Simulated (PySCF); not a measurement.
Stepwise substitution at one centre (Si H-F). Gas-phase values, no solvent. Strings in code marks are SMILES.

The vertical ionisation energy (Delta-SCF) from two functionals at the same geometries (B3LYP-D3(BJ)/def2-TZVP), both in PySCF: PBE-D3(BJ)/def2-TZVP and B3LYP-D3(BJ)/def2-TZVP. B3LYP has the VWN-RPA correlation part, as in Gaussian. Delta-SCF ions had no search for a lower state. 

```tsv
species	B3LYP-D3(BJ)/def2-TZVP (eV)
0 of 4 H replaced by F	12.48
2 of 4 H replaced by F (`F[SiH2]F`)	12.67
3 of 4 H replaced by F	14.10
```

Question: What does PBE-D3(BJ)/def2-TZVP give for each?

Answer: 
- 0 of 4 H replaced by F: 12.14
- 2 of 4 H replaced by F (`F[SiH2]F`): 12.16
- 3 of 4 H replaced by F: 13.47
Over these rows, drawn at random from the members with no instability flagged (it was tested for open shells, ions and some series alone), PBE minus B3LYP-D3(BJ): mean -0.49 eV, from -0.63 eV to -0.33 eV.
